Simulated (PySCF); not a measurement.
## Bonding in `NC[C@H]1C=N1`

Species: C3H6N2.
Atom-mapped SMILES: `[NH2:1][CH2:2][C@H:3]1[CH:4]=[N:5]1` (hydrogens: H6, H7 on N1; H8, H9 on C2; H10 on C3; H11 on C4)

Structure used (PBE0-D3(BJ)/def2-SVP), in Å, numbered top down from 1:
```xyz
11
C3H6N2 angstrom
N     -1.4861   -0.1434    0.6593
C     -0.2191    0.5416    0.5039
C      0.8436   -0.2423   -0.2298
C      2.2223   -0.3382    0.2029
N      1.5616   -1.3506    0.5299
H     -1.3283   -1.0439    1.1102
H     -1.8854   -0.3553   -0.2536
H     -0.3931    1.4962   -0.0231
H      0.1649    0.8103    1.5029
H      0.5953   -0.4894   -1.2744
H      3.2418    0.0445    0.3014
```

Bond orders from the PBE0/pcSseg-1 density (PySCF). One conformer (not necessarily the lowest) at the PBE0-D3(BJ)/def2-SVP geometry, without solvent, vibrations or thermal averaging.

Where do the orders between heavy atoms depart from those drawn in the SMILES?

The largest departure is 0.163, at C4–N5 (drawn double, 1.837).

Set the Mayer orders of the bonds between heavy atoms beside their lengths.

```csv
bond,drawn as,length (Å),Mayer order
N1–C2,single,1.449,1.043
C2–C3,single,1.511,0.992
C3–C4,single,1.448,0.947
C4–N5,double,1.252,1.837
N5–C3,single,1.523,0.913
```

Bonds between the same two heavy elements. C–N: lowest N5–C3 (0.913, 1.523 Å), highest C4–N5 (1.837, 1.252 Å). C–C: lowest C3–C4 (0.947, 1.448 Å), highest C2–C3 (0.992, 1.511 Å); in 1 of the 1 pairs the longer bond (by over 0.003 Å) has the higher order (by 0.02 or more).

And the bonds to hydrogen?

H–N: 0.96 (2 bonds); C–H: 0.94 to 0.97 (4 bonds).

Sum the orders of all bonds at each heavy atom with more than one neighbour and set the sums beside the valence in the SMILES.

N1 2.957 (drawn 3), C2 3.929 (drawn 4), C3 3.788 (drawn 4), C4 3.754 (drawn 4), N5 2.750 (drawn 3). Orders between atoms that aren't bonded are not in these sums.

The Mayer order sums products of elements of PS (density times overlap matrix) between the two atoms' basis functions, so it depends on the basis set.
